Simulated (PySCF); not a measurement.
```xyz
13

C     -0.5779    -1.1698    -0.4752
N     -0.0131     0.1608    -0.4188
C     -0.8057     1.0621     0.3887
C      1.3800     0.1521    -0.0292
H      0.0071    -1.8026    -1.1617
H     -1.6124    -1.1284    -0.8518
H     -0.6013    -1.6818     0.5166
H     -1.8400     1.1015     0.0111
H     -0.3892     2.0810     0.3417
H     -0.8514     0.7668     1.4644
H      1.5464    -0.2317     1.0059
H      1.9632    -0.4819    -0.7160
H      1.7944     1.1718    -0.0757
```

Charge 0, multiplicity 1.

Problem. Give the Mulliken and meta-Löwdin atomic charges from PBE-D3(BJ)/def2-TZVP // B3LYP-D3(BJ)/def2-SVP in PySCF.

Solution. 
```
atom  Mulliken (e)  meta-Löwdin (e)
----  ------------  ---------------
C1           -0.28            -0.25
N2           -0.12            -0.18
C3           -0.28            -0.25
C4           -0.28            -0.25
H5            0.12             0.12
H6            0.12             0.12
H7            0.08             0.07
H8            0.12             0.12
H9            0.12             0.12
H10           0.08             0.07
H11           0.08             0.07
H12           0.12             0.12
H13           0.12             0.12
```
